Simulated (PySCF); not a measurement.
Structure problem from calculated spectra and properties.

Formula: C5H11Cl.

* NMR, other nuclei: isotropic shieldings of nuclei other than C and H, by class: 863 (1 Cl) ppm [GIAO PBE0/pcSseg-2]
* 13C NMR: chemical shifts (computed TMS as zero) by class: 52.5 (1 C), 38.3 (1 C), 34.5 (1 C), 28.4 (1 C), 17.1 (1 C) ppm [GIAO PBE0/pcSseg-2]
* Dipole: 2.12 D [PBE0/pcSseg-2]
* Rotational structure: rotational constants A, B, C: 6.651, 1.047, 0.956 GHz [PBE0-D3(BJ)/def2-TZVP]
* 1H NMR: chemical shifts (computed TMS as zero) by class: 3.59 (2 H), 1.63 (2 H), 1.48 (2 H), 1.30 (2 H), 1.01 (3 H) ppm [GIAO PBE0/pcSseg-2]

Gas-phase values; electronic properties from PySCF, density fitting. Levels stand in brackets. One conformer (not necessarily the lowest) at the PBE0-D3(BJ)/def2-TZVP geometry, without solvent, vibrations or thermal averaging. NMR classes are plain means over equivalent atoms (diastereotopic ones count apart unless rotation or inversion swaps them), as if these changed places fast.

Q: Give a SMILES that accounts for the data.

A: Numbering: `[CH3:1][CH2:2][CH2:3][CH2:4][CH2:5][Cl:6]`. Its formula, C5H11Cl, gives 0 degrees of unsaturation, so no ring and no π bond. 5 carbons fall into 5 classes; from least to most shielded: sp3 C–Cl carbon [C5] (52.5 ppm), chain CH2 carbon [C4] (38.3 ppm), chain CH2 carbon [C3] (34.5 ppm), chain CH2 carbon [C2] (28.4 ppm), methyl carbon [C1] (17.1 ppm). Hydrogen classes from least to most shielded: 2 H on an sp3 C–Cl carbon, C5 (3.59 ppm), 2 H on a chain CH2 carbon, C4 (1.63 ppm), 2 H on a chain CH2 carbon, C3 (1.48 ppm, a mean of values up to 1.0 ppm apart in this geometry), 2 H on a chain CH2 carbon, C2 (1.30 ppm), 3 H on a methyl carbon, C1 (1.01 ppm). The other shieldings belong to: 863 ppm, alkyl chlorine [Cl6]. The optimised geometry has point group C1 and is an asymmetric top. Structure: `CCCCCCl`. The assignments are read from this structure; whether some other isomer fits the data as well wasn't checked.

Shape of the structure used: `[CH3:1][CH2:2][CH2:3][CH2:4][CH2:5][Cl:6]`: C1–C2–C3–C4 180°, C2–C3–C4–C5 180°, C3–C4–C5–Cl6 -66°.
